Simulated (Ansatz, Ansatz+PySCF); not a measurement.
```xyz
4

O     0.0000    0.0000    0.0804
H     1.0184    0.0000   -0.2145
H    -0.5092    0.8819   -0.2145
H    -0.5092   -0.8819   -0.2145
```

RHF-MP2 on singlet H₃O(+) was run in several spherical basis sets with Ansatz (development build ahead of 0.2.0). Frozen core: 1 orbital.

(1) Rank the basis sets by the total energy that they give, lowest first, with the distance from the lowest.
A. 6-31G(d)
B. cc-pVDZ
C. def2-SVP
D. def2-TZVP
E. cc-pVTZ

## Answers

(1) E (0.00 eV), D (0.21 eV), B (2.17 eV), A (3.26 eV), C (3.96 eV).

Totals follow the description of the cores as much as that of the bonds, so this order isn't one of quality for chemistry.
